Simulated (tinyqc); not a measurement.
Inside a calculation (part 2 of 2). Method: RKS/B3LYP (VWN-RPA form) in the sto-3g basis, for H2O, spin multiplicity 1. Computed by tinyqc, a small Python program that keeps every step (integrals from PySCF). Command: `OMP_NUM_THREADS=1 python tinyqc.py 21516 21517 out.jsonl` (the two numbers bound the seeds that draw the settings). One thread of a shared host (Intel(R) Xeon(R) Processor @ 2.60GHz), about 1 s of CPU time with the checks.

Geometry (angstrom):
```
atom         x          y         z
O     0.000000   0.000000  0.000000
H     0.000000   0.701000  0.640000
H     0.000000  -0.701000  0.640000
```

## Iteration 2: building the Kohn-Sham matrix

D after iteration 1:
```
            1O 1s      1O 2s    1O 2px     1O 2py     1O 2pz      2H 1s      3H 1s
1O 1s    2.125499  -0.572017  0.000000   0.000000   0.087263   0.076686   0.076686
1O 2s   -0.572017   2.794114  0.000000   0.000000  -0.503382  -0.720156  -0.720156
1O 2px   0.000000   0.000000  2.000000   0.000000   0.000000   0.000000   0.000000
1O 2py   0.000000   0.000000  0.000000   0.161507   0.000000   0.396707  -0.396707
1O 2pz   0.087263  -0.503382  0.000000   0.000000   0.263078   0.445244   0.445244
2H 1s    0.076686  -0.720156  0.000000   0.396707   0.445244   1.738331  -0.210515
3H 1s    0.076686  -0.720156  0.000000  -0.396707   0.445244  -0.210515   1.738331
```

core Hamiltonian H = T + V (hartree):
```
             1O 1s      1O 2s     1O 2px     1O 2py     1O 2pz      2H 1s      3H 1s
1O 1s   -32.730239  -7.615011   0.000000   0.000000  -0.021287  -1.783680  -1.783680
1O 2s    -7.615011  -9.343250   0.000000   0.000000  -0.249633  -3.802941  -3.802941
1O 2px    0.000000   0.000000  -7.464541   0.000000   0.000000   0.000000   0.000000
1O 2py    0.000000   0.000000   0.000000  -7.603441   0.000000  -1.914526   1.914526
1O 2pz   -0.021287  -0.249633   0.000000   0.000000  -7.580319  -1.838220  -1.838220
2H 1s    -1.783680  -3.802941   0.000000  -1.914526  -1.838220  -5.134333  -1.860800
3H 1s    -1.783680  -3.802941   0.000000   1.914526  -1.838220  -1.860800  -5.134333
```

nuclear repulsion = 9.29731358 hartree

V_xc (hartree):
```
            1O 1s      1O 2s     1O 2px     1O 2py     1O 2pz      2H 1s      3H 1s
1O 1s   -2.490107  -0.335772   0.000000   0.000000   0.002975  -0.079758  -0.079758
1O 2s   -0.335772  -0.612514   0.000000   0.000000  -0.000480  -0.253207  -0.253207
1O 2px   0.000000   0.000000  -0.645427   0.000000   0.000000   0.000000   0.000000
1O 2py   0.000000   0.000000   0.000000  -0.587463   0.000000  -0.145659   0.145659
1O 2pz   0.002975  -0.000480   0.000000   0.000000  -0.590777  -0.137569  -0.137569
2H 1s   -0.079758  -0.253207   0.000000  -0.145659  -0.137569  -0.452952  -0.127362
3H 1s   -0.079758  -0.253207   0.000000   0.145659  -0.137569  -0.127362  -0.452952
```

E_xc = sum of w rho eps_xc = -7.37895761 hartree

Given earlier and not repeated: Two-electron integrals (ij|kl) in chemists' order.

J_ij = sum D_kl (ij|kl), K_ij = sum D_kl (ik|jl); F = H + J - 0.1 K + V_xc; E = tr D H + tr D J / 2 - 0.05 tr D K + E_xc + E_nn.

Coulomb J (hartree):
```
            1O 1s     1O 2s    1O 2px     1O 2py    1O 2pz     2H 1s      3H 1s
1O 1s   16.496209  3.076329  0.000000   0.000000  0.006169  0.720864   0.720864
1O 2s    3.076329  7.699150  0.000000   0.000000  0.177991  3.214455   3.214455
1O 2px   0.000000  0.000000  7.723084   0.000000  0.000000  0.000000   0.000000
1O 2py   0.000000  0.000000  0.000000   7.680095  0.000000  1.819719  -1.819719
1O 2pz   0.006169  0.177991  0.000000   0.000000  7.669861  1.736131   1.736131
2H 1s    0.720864  3.214455  0.000000   1.819719  1.736131  5.264108   1.656042
3H 1s    0.720864  3.214455  0.000000  -1.819719  1.736131  1.656042   5.264108
```

exchange K (hartree):
```
           1O 1s      1O 2s    1O 2px     1O 2py     1O 2pz     2H 1s      3H 1s
1O 1s   9.752447   1.592288  0.000000   0.000000   0.013537  0.386322   0.386322
1O 2s   1.592288   2.431510  0.000000   0.000000  -0.056624  1.086850   1.086850
1O 2px  0.000000   0.000000  2.230831   0.000000   0.000000  0.000000   0.000000
1O 2py  0.000000   0.000000  0.000000   1.228672   0.000000  0.601212  -0.601212
1O 2pz  0.013537  -0.056624  0.000000   0.000000   1.250061  0.587316   0.587316
2H 1s   0.386322   1.086850  0.000000   0.601212   0.587316  1.645069   0.550270
3H 1s   0.386322   1.086850  0.000000  -0.601212   0.587316  0.550270   1.645069
```

Kohn-Sham matrix F (hartree):
```
             1O 1s      1O 2s     1O 2px     1O 2py     1O 2pz      2H 1s      3H 1s
1O 1s   -19.699382  -5.033683   0.000000   0.000000  -0.013497  -1.181206  -1.181206
1O 2s    -5.033683  -2.499765   0.000000   0.000000  -0.066460  -0.950378  -0.950378
1O 2px    0.000000   0.000000  -0.609966   0.000000   0.000000   0.000000   0.000000
1O 2py    0.000000   0.000000   0.000000  -0.633676   0.000000  -0.300587   0.300587
1O 2pz   -0.013497  -0.066460   0.000000   0.000000  -0.626241  -0.298390  -0.298390
2H 1s    -1.181206  -0.950378   0.000000  -0.300587  -0.298390  -0.487683  -0.387147
3H 1s    -1.181206  -0.950378   0.000000   0.300587  -0.298390  -0.387147  -0.487683
```

total energy of this density = -74.61642000 hartree

## Iteration 2: diagonalisation and new density

X:
```
            1O 1s      1O 2s    1O 2px     1O 2py     1O 2pz      2H 1s      3H 1s
1O 1s    1.024196  -0.143461  0.000000   0.000000  -0.011277   0.021750   0.021750
1O 2s   -0.143461   1.250270  0.000000   0.000000   0.124513  -0.296582  -0.296582
1O 2px   0.000000   0.000000  1.000000   0.000000   0.000000   0.000000   0.000000
1O 2py   0.000000   0.000000  0.000000   1.104287   0.000000  -0.225048   0.225048
1O 2pz  -0.011277   0.124513  0.000000   0.000000   1.067898  -0.162261  -0.162261
2H 1s    0.021750  -0.296582  0.000000  -0.225048  -0.162261   1.220651  -0.110430
3H 1s    0.021750  -0.296582  0.000000   0.225048  -0.162261  -0.110430   1.220651
```

Diagonalise F' = X^T F X, C = X C', fill 5 alpha and 5 beta electrons from the bottom; D = 2 C_occ C_occ^T. Each column has its largest component positive (the first on a tie).

F' = X^T F X (hartree):
```
            1          2          3          4          5          6          7
1  -19.330343  -2.605141   0.000000   0.000000  -0.039822  -0.197026  -0.197026
2   -2.605141  -1.438417   0.000000   0.000000   0.078692  -0.399345  -0.399345
3    0.000000   0.000000  -0.609966   0.000000   0.000000   0.000000   0.000000
4    0.000000   0.000000   0.000000  -0.484115   0.000000  -0.284682   0.284682
5   -0.039822   0.078692   0.000000   0.000000  -0.529731  -0.214366  -0.214366
6   -0.197026  -0.399345   0.000000  -0.284682  -0.214366   0.009052  -0.108805
7   -0.197026  -0.399345   0.000000   0.284682  -0.214366  -0.108805   0.009052
```

orbital energies (hartree): MO1 -19.708458, MO2 -1.294823, MO3 -0.685802, MO4 -0.650236, MO5 -0.609966, MO6 0.255272, MO7 0.319544

coefficients C:
```
              MO1        MO2        MO3        MO4       MO5        MO6        MO7
1O 1s    0.993905  -0.256980   0.000000   0.050624  0.000000  -0.119097   0.000000
1O 2s    0.027749   0.980853   0.000000  -0.273346  0.000000   0.858848   0.000000
1O 2px   0.000000   0.000000   0.000000   0.000000  1.000000   0.000000   0.000000
1O 2py   0.000000   0.000000   0.844773   0.000000  0.000000   0.000000  -0.779167
1O 2pz   0.004190   0.086439   0.000000   0.893015  0.000000   0.635397   0.000000
2H 1s   -0.006514   0.041328   0.220359   0.156041  0.000000  -0.839618   0.942325
3H 1s   -0.006514   0.041328  -0.220359   0.156041  0.000000  -0.839618  -0.942325
```

D after iteration 2:
```
            1O 1s      1O 2s    1O 2px     1O 2py     1O 2pz      2H 1s      3H 1s
1O 1s    2.112896  -0.476635  0.000000   0.000000   0.054319  -0.018390  -0.018390
1O 2s   -0.476635   2.075122  0.000000   0.000000  -0.318403  -0.004595  -0.004595
1O 2px   0.000000   0.000000  2.000000   0.000000   0.000000   0.000000   0.000000
1O 2py   0.000000   0.000000  0.000000   1.427283   0.000000   0.372306  -0.372306
1O 2pz   0.054319  -0.318403  0.000000   0.000000   1.609929   0.285785   0.285785
2H 1s   -0.018390  -0.004595  0.000000   0.372306   0.285785   0.149315  -0.044917
3H 1s   -0.018390  -0.004595  0.000000  -0.372306   0.285785  -0.044917   0.149315
```

## Iteration 38 (converged): orbitals

converged F (hartree):
```
             1O 1s      1O 2s     1O 2px     1O 2py     1O 2pz      2H 1s      3H 1s
1O 1s   -18.830294  -4.847669   0.000000   0.000000  -0.024301  -1.138871  -1.138871
1O 2s    -4.847669  -2.057542   0.000000   0.000000  -0.177072  -0.840099  -0.840099
1O 2px    0.000000   0.000000  -0.148885   0.000000   0.000000   0.000000   0.000000
1O 2py    0.000000   0.000000   0.000000  -0.236797   0.000000  -0.258595   0.258595
1O 2pz   -0.024301  -0.177072   0.000000   0.000000  -0.228699  -0.299260  -0.299260
2H 1s    -1.138871  -0.840099   0.000000  -0.258595  -0.299260  -0.482637  -0.365409
3H 1s    -1.138871  -0.840099   0.000000   0.258595  -0.299260  -0.365409  -0.482637
```

As before.

F' = X^T F X (hartree):
```
            1          2          3          4          5          6          7
1  -18.461888  -2.579509   0.000000   0.000000  -0.041834  -0.186498  -0.186498
2   -2.579509  -0.975400   0.000000   0.000000   0.000655  -0.378687  -0.378687
3    0.000000   0.000000  -0.148885   0.000000   0.000000   0.000000   0.000000
4    0.000000   0.000000   0.000000  -0.043574   0.000000  -0.312337   0.312337
5   -0.041834   0.000655   0.000000   0.000000  -0.105673  -0.242544  -0.242544
6   -0.186498  -0.378687   0.000000  -0.312337  -0.242544  -0.027744  -0.105913
7   -0.186498  -0.378687   0.000000   0.312337  -0.242544  -0.105913  -0.027744
```

orbital energies (hartree): MO1 -18.840682, MO2 -0.952135, MO3 -0.428588, MO4 -0.255295, MO5 -0.148885, MO6 0.371494, MO7 0.463183

coefficients C:
```
              MO1        MO2        MO3        MO4       MO5        MO6        MO7
1O 1s    0.993390  -0.225110   0.000000   0.130058  0.000000  -0.127353   0.000000
1O 2s    0.030073   0.788228   0.000000  -0.640013  0.000000   0.862181   0.000000
1O 2px   0.000000   0.000000   0.000000   0.000000  1.000000   0.000000   0.000000
1O 2py   0.000000   0.000000   0.623321   0.000000  0.000000   0.000000   0.965512
1O 2pz   0.005252   0.206854   0.000000   0.726805  0.000000   0.798518   0.000000
2H 1s   -0.007212   0.173078   0.448797   0.280226  0.000000  -0.789002  -0.857389
3H 1s   -0.007212   0.173078  -0.448797   0.280226  0.000000  -0.789002   0.857389
```

D after iteration 38:
```
            1O 1s      1O 2s    1O 2px     1O 2py     1O 2pz      2H 1s      3H 1s
1O 1s    2.108827  -0.461605  0.000000   0.000000   0.106358  -0.019361  -0.019361
1O 2s   -0.461605   2.063650  0.000000   0.000000  -0.603918  -0.086281  -0.086281
1O 2px   0.000000   0.000000  2.000000   0.000000   0.000000   0.000000   0.000000
1O 2py   0.000000   0.000000  0.000000   0.777058   0.000000   0.559489  -0.559489
1O 2pz   0.106358  -0.603918  0.000000   0.000000   1.142124   0.478868   0.478868
2H 1s   -0.019361  -0.086281  0.000000   0.559489   0.478868   0.619906  -0.185767
3H 1s   -0.019361  -0.086281  0.000000  -0.559489   0.478868  -0.185767   0.619906
```

## Convergence

Stop when the energy changes by less than 1e-09 hartree and every element of the error matrix X^T (F D S - S D F) X is below 9e-06.

Course of the cycle:
```
iteration   E (hartree)     change  largest element of the error matrix
1          -73.55099981          -                             6.66e-01
2          -74.61642000  -1.07e+00                             6.49e-01
3          -75.01901765  -4.03e-01                             4.74e-01
4          -75.17069726  -1.52e-01                             3.39e-01
5          -75.24454244  -7.38e-02                             2.50e-01
6          -75.27987621  -3.53e-02                             1.80e-01
7          -75.29877830  -1.89e-02                             1.33e-01
8          -75.30847658  -9.70e-03                             9.67e-02
9          -75.31372867  -5.25e-03                             7.12e-02
10         -75.31649326  -2.76e-03                             5.19e-02
11         -75.31798855  -1.50e-03                             3.82e-02
12         -75.31878391  -7.95e-04                             2.79e-02
13         -75.31921296  -4.29e-04                             2.05e-02
14         -75.31944224  -2.29e-04                             1.50e-02
...                 ...        ...                                  ...
25         -75.31970822  -2.45e-07                             4.90e-04
26         -75.31970836  -1.32e-07                             3.59e-04
27         -75.31970843  -7.07e-08                             2.63e-04
28         -75.31970847  -3.79e-08                             1.93e-04
29         -75.31970849  -2.04e-08                             1.41e-04
30         -75.31970850  -1.09e-08                             1.03e-04
31         -75.31970850  -5.87e-09                             7.58e-05
32         -75.31970851  -3.15e-09                             5.55e-05
33         -75.31970851  -1.69e-09                             4.07e-05
34         -75.31970851  -9.08e-10                             2.98e-05
35         -75.31970851  -4.88e-10                             2.18e-05
36         -75.31970851  -2.62e-10                             1.60e-05
37         -75.31970851  -1.41e-10                             1.17e-05
38         -75.31970851  -7.55e-11                             8.59e-06
```

PySCF RKS in the same basis, fine grid = -75.31016243 hartree

Converged in 38 iterations. The coarse grid moves the energy by -9.55e-03 hartree.

## Populations, bond orders and dipole

overlap S:
```
           1O 1s     1O 2s    1O 2px     1O 2py    1O 2pz     2H 1s      3H 1s
1O 1s   1.000000  0.236704  0.000000   0.000000  0.000000  0.055010   0.055010
1O 2s   0.236704  1.000000  0.000000   0.000000  0.000000  0.480064   0.480064
1O 2px  0.000000  0.000000  1.000000   0.000000  0.000000  0.000000   0.000000
1O 2py  0.000000  0.000000  0.000000   1.000000  0.000000  0.292608  -0.292608
1O 2pz  0.000000  0.000000  0.000000   0.000000  1.000000  0.267146   0.267146
2H 1s   0.055010  0.480064  0.000000   0.292608  0.267146  1.000000   0.294878
3H 1s   0.055010  0.480064  0.000000  -0.292608  0.267146  0.294878   1.000000
```

Mulliken: Z minus the diagonal of D S on the atom; Loewdin: the same with S^(1/2) D S^(1/2); Mayer order: 2 sum_s sum (D(s) S)_ij (D(s) S)_ji over the two atoms.

Charges (e):
```
atom   Mulliken    Loewdin
1O    -0.371439  -0.256603
2H     0.185719   0.128302
3H     0.185719   0.128302
```

Mayer bond orders:
```
pair     order
2-1   0.958908
3-1   0.958908
3-2   0.006600
```

dipole moment about the origin, x y z (debye): 0.000000  0.000000  1.758909
